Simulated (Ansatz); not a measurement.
**CH₅BS: a rigid scan of the angle H8–S3–B2**

One table from this session's results is given with a row withheld; the runs are named, their logs left out.

Computed with Ansatz 0.2.0, Gaussian basis. Level: single points in def2-TZVPP.

Levels: PBE-D4, r2SCAN-D4, PBE0-D4, B3LYP-D4, wB97M-V, Hartree-Fock, MP2, CCSD, CCSD(T). The scan takes 80.9, 85.4, 89.9, 94.4, 98.9, 103.4, 107.9, 112.4, 116.9°.

Correlated methods freeze the cores. B3LYP uses VWN-RPA correlation.

27 further runs of the same task are left out: 27 set aside as unsound or not needed.

## Starting geometry

The minimum, relaxed at PBE0-D4: SMILES `CBS`, 8 atoms, charge 0, spin multiplicity 1.

Atoms are counted from 1 here; the program's logs count them from 0.

Bond lengths: C1–B2 1.558 Å, C1–H4 1.096 Å, C1–H5 1.096 Å, C1–H6 1.092 Å, B2–S3 1.782 Å, B2–H7 1.195 Å, S3–H8 1.343 Å. Angles: B2–C1–H4 109.5°, B2–C1–H5 109.5°, B2–C1–H6 115.2°, H4–C1–H5 105.3°, H4–C1–H6 108.4°, H5–C1–H6 108.4°, C1–B2–S3 119.7°, C1–B2–H7 121.8°, S3–B2–H7 118.5°, B2–S3–H8 98.9°.

Coordinates:

```mol
CH5BS
  3D, bonds by distance, orders not assigned

  8  7  0  0  0  0  0  0  0  0999 V2000
   -0.6327    0.8479   -0.2658 C   0  0
    0.3426   -0.3618   -0.1543 B   0  0
    0.5981   -1.1480    1.4245 S   0  0
   -1.4139    0.6227   -1.0011 H   0  0
   -0.0968    1.7144   -0.6703 H   0  0
   -1.1133    1.1446    0.6683 H   0  0
    0.9323   -0.7852   -1.1038 H   0  0
    1.4758   -2.0917    1.0468 H   0  0
  1  2  8  0
  1  4  8  0
  1  5  8  0
  1  6  8  0
  2  3  8  0
  2  7  8  0
  3  8  8  0
M  END
```

Energies of the minimum (eV), from earlier single points: PBE-D4 -12624.64953, r2SCAN-D4 -12630.16260, PBE0-D4 -12625.99888, B3LYP-D4 -12633.10285, wB97M-V -12630.23637, CCSD(T) -12614.84090.

At the minimum the angle H8–S3–B2 is 98.9°.

The first run:

Input file ccsdt-tzvpp/in.yaml:

```yaml
crystal:
  periodic: [false, false, false]
  atoms:
    - {symbol: C, position_ang: [-0.632711, 0.847926, -0.265769]}
    - {symbol: B, position_ang: [0.342611, -0.361826, -0.154305]}
    - {symbol: S, position_ang: [0.598103, -1.147999, 1.424469]}
    - {symbol: H, position_ang: [-1.413862, 0.622676, -1.001100]}
    - {symbol: H, position_ang: [-0.096794, 1.714406, -0.670285]}
    - {symbol: H, position_ang: [-1.113267, 1.144572, 0.668322]}
    - {symbol: H, position_ang: [0.932322, -0.785187, -1.103838]}
    - {symbol: H, position_ang: [1.415102, -1.905913, 0.675090]}
basis:
  gaussian: {orbitals: def2-TZVPP}
correlation: {method: ccsd_t}
```

No record of the launch command was kept for these runs.

Steps of the session up to this table: H8–S3–B2 = 80.9°; H8–S3–B2 = 85.4°; H8–S3–B2 = 89.9°; H8–S3–B2 = 94.4°; H8–S3–B2 = 98.9°; H8–S3–B2 = 103.4°; H8–S3–B2 = 107.9°; H8–S3–B2 = 112.4°; H8–S3–B2 = 116.9°.

One of the session's tables, all rows but one given; the rest of the session is left out.

Energies less that of the minimum at the same level (kJ/mol): The rows 98.9 (minimum) and angle (°) = 98.9 agree to the last digit and may rest on the same set-up.

| angle (°) | PBE-D4 | PBE0-D4 | B3LYP-D4 | wB97M-V | Hartree-Fock |
| --- | --- | --- | --- | --- | --- |
| 80.9 | 20.7 | 21.7 | 23.6 | 21.7 | 30.2 |
| 85.4 | 11.6 | 12.2 | 13.4 | 12.0 | 17.5 |
| 89.9 | 5.1 | 5.4 | 6.1 | 5.2 | 8.3 |
| 94.4 | 1.3 | 1.3 | 1.6 | 1.2 | 2.5 |
| 98.9 (minimum) | 0.0 | 0.0 | 0.0 | 0.0 | 0.0 |
| 98.9 | 0.0 | 0.0 | 0.0 | 0.0 | 0.0 |
| 103.4 | 1.2 | 1.3 | 1.1 | 1.4 | 0.6 |
| 107.9 | 4.9 | 5.2 | 4.8 | 5.4 | 4.3 |
| 112.4 | ? | ? | ? | ? | ? |
| 116.9 | 19.1 | 20.1 | 19.4 | 20.5 | 20.0 |

**Question.** Estimate the row for angle (°) = 112.4.

Worked estimate for «PBE-D4». A straight line through the neighbours (107.9, 4.9) and (116.9, 19.1) gives 4.9 + (19.1 − 4.9) × (112.4 − 107.9) / (116.9 − 107.9) = 12.0; a parabola fitted to 3 rows on both sides gives 10.9.

**Answer.** PBE-D4: 10.9; PBE0-D4: 11.5; B3LYP-D4: 10.9; wB97M-V: 11.8; Hartree-Fock: 10.8. In «PBE-D4» the line misses by +1.1 and the parabola by 0.0.

Limits of these values: A polynomial through the near points puts the CCSD(T) minimum 0.3° below the PBE0-D4 value.
